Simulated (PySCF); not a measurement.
# NH3 (ammonia): TPSS/def2-TZVPPD

What is the vertical singlet–triplet gap of NH3 (ammonia) at TPSS/def2-TZVPPD? 

The results are computed with PySCF 2.14.0.

4 further runs of the same task are left out: 4 set aside as unsound or not needed.

### Step 1. The molecule

The species is NH3 (4 atoms), meant as a singlet with charge 0. As SMILES, `N`. The shape is that of a GFN2-xTB optimisation.

Bond lengths: N1–H2 1.013 Å, N1–H3 1.013 Å, N1–H4 1.013 Å. Angles: H2–N1–H3 107.7°, H2–N1–H4 107.7°, H3–N1–H4 107.7°.

### Step 2. A single-point energy at TPSS/def2-TZVPPD

Contents of input.py:

```python
# N
from pyscf import gto, dft

molecule = gto.M(
    atom=[
    ('N', (-0.068160, 0.242830, 0.108060)),
    ('H', (0.491930, -0.300470, 0.753380)),
    ('H', (-0.891960, -0.300620, -0.118350)),
    ('H', (0.468190, 0.358250, -0.743090)),
],
    max_memory=1860,
    charge=0,
    basis='def2-tzvppd',
    verbose=4,
    spin=0,
)

mf = dft.RKS(molecule, xc='tpss')
mf.conv_tol = 1e-10
mf.grids.level = 5
mf.kernel()
if not mf.converged:
    mf = mf.newton().run(mf.mo_coeff, mf.mo_occ)

energy = mf.e_tot
print('E(%s) = %.9f' % ('TPSS', energy))
```

Run with:

```sh
$ OMP_NUM_THREADS=1 python input.py
```

The log of the run:

```text
PySCF version 2.14.0

[INPUT] num. atoms = 4
[INPUT] num. electrons = 10
[INPUT] charge = 0
[INPUT] spin (= nelec alpha-beta = 2S) = 0
[INPUT] symmetry False subgroup None
[INPUT] Mole.unit = angstrom
[INPUT] Symbol           X                Y                Z      unit          X                Y                Z       unit  Magmom
[INPUT]  1 N     -0.068160000000   0.242830000000   0.108060000000 AA   -0.128803732650   0.458882194828   0.204203805021 Bohr   0.0
[INPUT]  2 H      0.491930000000  -0.300470000000   0.753380000000 AA    0.929612972457  -0.567806008648   1.423681867725 Bohr   0.0
[INPUT]  3 H     -0.891960000000  -0.300620000000  -0.118350000000 AA   -1.685560114067  -0.568089467567  -0.223649086842 Bohr   0.0
[INPUT]  4 H      0.468190000000   0.358250000000  -0.743090000000 AA    0.884750874260   0.676994384125  -1.404236585903 Bohr   0.0

nuclear repulsion = 11.9453068760726
number of shells = 34
number of NR pGTOs = 109
number of NR cGTOs = 88
basis = def2-tzvppd
ecp = {}

******** <class 'pyscf.dft.rks.RKS'> ********
method = RKS
initial guess = minao
damping factor = 0
level_shift factor = 0
DIIS = <class 'pyscf.scf.diis.CDIIS'>
diis_start_cycle = 1
diis_space = 8
diis_damp = 0
SCF conv_tol = 1e-10
SCF conv_tol_grad = None
SCF max_cycles = 50
direct_scf = True
direct_scf_tol = 1e-13
XC library pyscf.dft.libxc version 7.0.0
    S. Lehtola, C. Steigemann, M. J.T. Oliveira, and M. A.L. Marques.,  SoftwareX 7, 1–5 (2018)
XC functionals = tpss
    J. Tao, J. P. Perdew, V. N. Staroverov, and G. E. Scuseria.,  Phys. Rev. Lett. 91, 146401 (2003)
    J. Tao, J. P. Perdew, V. N. Staroverov, and G. E. Scuseria.,  Phys. Rev. Lett. 91, 146401 (2003)
radial grids:
    Treutler-Ahlrichs [JCP 102, 346 (1995); DOI:10.1063/1.469408] (M4) radial grids

becke partition: Becke, JCP 88, 2547 (1988); DOI:10.1063/1.454033
pruning grids: <function nwchem_prune>
grids dens level: 5
symmetrized grids: False
atomic radii adjust function: <function treutler_atomic_radii_adjust>
small_rho_cutoff = 0
Set gradient conv threshold to 1e-05
Initial guess from minao.
tot grids = 112736
init E= -56.4758914057907
  HOMO = -0.324177944168603  LUMO = -0.0216286577438254  gap/eV = 8.23279
cycle= 1 E= -56.5443769948407  delta_E= -0.0685  |g|= 0.457  |ddm|=  1.1
  HOMO = -0.113243025639086  LUMO = 0.0124634401812997  gap/eV = 3.42065
cycle= 2 E= -56.4344209019301  delta_E= 0.11  |g|= 0.825  |ddm|= 0.691
  HOMO = -0.231462127189815  LUMO = -0.00659250687744617  gap/eV = 6.11901
cycle= 3 E= -56.5902679632452  delta_E= -0.156  |g|= 0.0182  |ddm|= 0.458
  HOMO = -0.226749367761741  LUMO = -0.00475387422883955  gap/eV = 6.04081
cycle= 4 E= -56.5903445544241  delta_E= -7.66e-05  |g|= 0.00545  |ddm|= 0.0229
  HOMO = -0.226686162664613  LUMO = -0.00507770629113224  gap/eV = 6.03027
cycle= 5 E= -56.5903507272117  delta_E= -6.17e-06  |g|= 0.000704  |ddm|= 0.00349
  HOMO = -0.226852036400246  LUMO = -0.00512509994721455  gap/eV = 6.03350
cycle= 6 E= -56.5903508464266  delta_E= -1.19e-07  |g|= 4.85e-05  |ddm|= 0.000836
  HOMO = -0.226843165029578  LUMO = -0.00512225270718858  gap/eV = 6.03333
cycle= 7 E= -56.5903508470342  delta_E= -6.08e-10  |g|= 1.73e-06  |ddm|= 3.87e-05
  HOMO = -0.226842848137309  LUMO = -0.00512206794032011  gap/eV = 6.03333
cycle= 8 E= -56.5903508470339  delta_E= 2.98e-13  |g|= 3.69e-07  |ddm|= 7.23e-06
  HOMO = -0.226843057388066  LUMO = -0.00512211450722333  gap/eV = 6.03333
Extra cycle  E= -56.5903508470336  delta_E= 2.84e-13  |g|= 6.72e-07  |ddm|= 6.38e-07
converged SCF energy = -56.5903508470336
E(TPSS) = -56.590350847
```

Wall time 13 s (1 thread of Arm Neoverse V1, shared host); peak memory 0.48 GiB.

### Step 3. The triplet at the same level

Contents of run.py:

```python
from pyscf import gto, dft

mol = gto.Mole()
mol.atom = '''
N   -0.068160   0.242830   0.108060
H    0.491930  -0.300470   0.753380
H   -0.891960  -0.300620  -0.118350
H    0.468190   0.358250  -0.743090
'''
mol.verbose = 4
mol.max_memory = 1860
mol.basis = 'def2-tzvppd'
mol.spin = 2
mol.build()

myscf = dft.UKS(mol, xc='tpss')
myscf.grids.level = 5
myscf.conv_tol = 1e-10
myscf.kernel()
if not myscf.converged:
    myscf = myscf.newton().run(myscf.mo_coeff, myscf.mo_occ)

e_final = myscf.e_tot
print(f'total energy: {e_final:.8f} hartree')
```

Run with:

```sh
$ OMP_NUM_THREADS=1 python run.py
```

The log of the run:

```text
PySCF version 2.14.0

[INPUT] num. atoms = 4
[INPUT] num. electrons = 10
[INPUT] charge = 0
[INPUT] spin (= nelec alpha-beta = 2S) = 2
[INPUT] symmetry False subgroup None
[INPUT] Mole.unit = angstrom
[INPUT] Symbol           X                Y                Z      unit          X                Y                Z       unit  Magmom
[INPUT]  1 N     -0.068160000000   0.242830000000   0.108060000000 AA   -0.128803732650   0.458882194828   0.204203805021 Bohr   0.0
[INPUT]  2 H      0.491930000000  -0.300470000000   0.753380000000 AA    0.929612972457  -0.567806008648   1.423681867725 Bohr   0.0
[INPUT]  3 H     -0.891960000000  -0.300620000000  -0.118350000000 AA   -1.685560114067  -0.568089467567  -0.223649086842 Bohr   0.0
[INPUT]  4 H      0.468190000000   0.358250000000  -0.743090000000 AA    0.884750874260   0.676994384125  -1.404236585903 Bohr   0.0

nuclear repulsion = 11.9453068760726
number of shells = 34
number of NR pGTOs = 109
number of NR cGTOs = 88
basis = def2-tzvppd
ecp = {}

******** <class 'pyscf.dft.uks.UKS'> ********
method = UKS
initial guess = minao
damping factor = 0
level_shift factor = 0
DIIS = <class 'pyscf.scf.diis.CDIIS'>
diis_start_cycle = 1
diis_space = 8
diis_damp = 0
SCF conv_tol = 1e-10
SCF conv_tol_grad = None
SCF max_cycles = 50
direct_scf = True
direct_scf_tol = 1e-13
number electrons alpha = 6  beta = 4
XC library pyscf.dft.libxc version 7.0.0
    S. Lehtola, C. Steigemann, M. J.T. Oliveira, and M. A.L. Marques.,  SoftwareX 7, 1–5 (2018)
XC functionals = tpss
    J. Tao, J. P. Perdew, V. N. Staroverov, and G. E. Scuseria.,  Phys. Rev. Lett. 91, 146401 (2003)
    J. Tao, J. P. Perdew, V. N. Staroverov, and G. E. Scuseria.,  Phys. Rev. Lett. 91, 146401 (2003)
radial grids:
    Treutler-Ahlrichs [JCP 102, 346 (1995); DOI:10.1063/1.469408] (M4) radial grids

becke partition: Becke, JCP 88, 2547 (1988); DOI:10.1063/1.454033
pruning grids: <function nwchem_prune>
grids dens level: 5
symmetrized grids: False
atomic radii adjust function: <function treutler_atomic_radii_adjust>
small_rho_cutoff = 0
Set gradient conv threshold to 1e-05
tot grids = 112736
init E= -56.4758914057907
[... the frontier-level lines of each cycle are left out ...]


cycle= 1 E= -56.3522881954093  delta_E= 0.124  |g|= 0.119  |ddm|= 20.1


cycle= 2 E= -56.3568837861235  delta_E= -0.0046  |g|= 0.089  |ddm|= 7.71


cycle= 3 E= -56.359687648477  delta_E= -0.0028  |g|= 0.0392  |ddm|= 1.16


cycle= 4 E= -56.3603344681629  delta_E= -0.000647  |g|= 0.00187  |ddm|= 0.578


cycle= 5 E= -56.3603385286735  delta_E= -4.06e-06  |g|= 0.000836  |ddm|= 0.152


cycle= 6 E= -56.3603390158845  delta_E= -4.87e-07  |g|= 0.000313  |ddm|= 0.0138


cycle= 7 E= -56.3603391100106  delta_E= -9.41e-08  |g|= 3.57e-05  |ddm|= 0.009


cycle= 8 E= -56.3603391112602  delta_E= -1.25e-09  |g|= 3.66e-06  |ddm|= 0.000671


cycle= 9 E= -56.36033911129  delta_E= -2.99e-11  |g|= 1.09e-06  |ddm|= 0.000521


Extra cycle  E= -56.3603391112917  delta_E= -1.65e-12  |g|= 9.72e-07  |ddm|= 0.000107
converged SCF energy = -56.3603391112917  <S^2> = 2.0024156  2S+1 = 3.00161
total energy: -56.36033911 hartree
```

Run time: 26 s. Hardware: 1 thread of Arm Neoverse V1, shared host; peak memory 0.49 GiB.

### Step 4. What came out

At TPSS/def2-TZVPPD:

```
                                        quantity         value
                           singlet: total energy  -56.59035 Eh
                          singlet: dipole moment        1.43 D
                            singlet: HOMO energy      -6.17 eV
                            singlet: LUMO energy      -0.14 eV
                          singlet: HOMO–LUMO gap       6.03 eV
                           triplet: total energy  -56.36034 Eh
                          triplet: dipole moment        0.85 D
     triplet: HOMO energy (highest over α and β)      -2.18 eV
                                   triplet: ⟨S²⟩         2.002
vertical energy of the triplet above the singlet      6.259 eV
```

**Reading.** At this shape the triplet lies 6.26 eV (604 kJ/mol) above the singlet. Mulliken charges (triplet) run from -2.18 on N1 to +0.73 on H3; in a basis this large or diffuse they mean little.
